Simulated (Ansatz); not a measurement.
Base system: Rh in the fcc (Cu type) structure (space group Fm-3m, No. 225; a = 3.8301 Å).

Calculations: DFT with PBE, PAW potentials and a 420 eV plane-wave cutoff in Ansatz (an electronic-structure program), no SOC.

Now apply this change: Ir takes the place of Rh on all its sites, then cell and atoms are relaxed.

Measured lattice parameter a: Rh 3.794 Å (static lattice; corrected from measurement; as listed in Daniel Mejia-Rodriguez, S. B. Trickey, Phys. Rev. B (2018)); Ir 3.831 Å (static lattice; corrected from measurement; as listed in Daniel Mejia-Rodriguez, S. B. Trickey, Phys. Rev. B (2018)).

Question: How well does PBE reproduce the measured shift?

Answer: With PBE the lattice parameter a moves by +0.041 Å (3.830 → 3.871) against +0.037 Å measured.

No phonon test of stability was made. All final runs are without spin polarisation.
